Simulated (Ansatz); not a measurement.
```yaml
atoms:
  - { symbol: C, position_ang: [0.0030, -0.0055, -0.6264] }
  - { symbol: O, position_ang: [-0.0023, 0.0084, 0.4707] }
```

UHF on doublet CO(+) was run in several spherical basis sets with Ansatz (development build ahead of 0.2.0). Caution for UHF: the unrestricted determinant is spin contaminated.

Task: Rank the basis sets by the total energy that they give, lowest first, with the distance from the lowest.
A. STO-3G
B. cc-pVTZ
C. def2-TZVP

Result: C (0.00 eV), B (0.15 eV), A (40.85 eV).

Totals follow the description of the cores as much as that of the bonds, so this order isn't one of quality for chemistry.
